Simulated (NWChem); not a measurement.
# Correlation energy of fluoromethane (CH3F)

```
C
F 1 1.3634
H 1 1.1027 2 110.04
H 1 1.1027 3 108.90 2 -120.69
H 1 1.1027 3 108.90 4 -118.63
```
Charge 0, spin multiplicity 1.

All runs are NWChem calculations. All single points use one geometry, from PBE0/def2-SVP, a minimum by its harmonic frequencies.

Basis set: 6-311G**. Each correlation energy counts from its own Hartree-Fock reference.

The correlated methods keep 2 core orbitals frozen. The Pople sets run with spherical d functions. Coupled-cluster values serve here as a point of comparison, not as the truth.

Question: One of these methods gave a correlation energy of -379.3 mHa. Which?
A) MP2
B) CCSD+T(CCSD)
C) CR-CCSD[T]
D) CCSD

Answer: D, CCSD. The others give -387.0 (CR-CCSD[T]), -360.3 (MP2), -388.6 (CCSD+T(CCSD)).
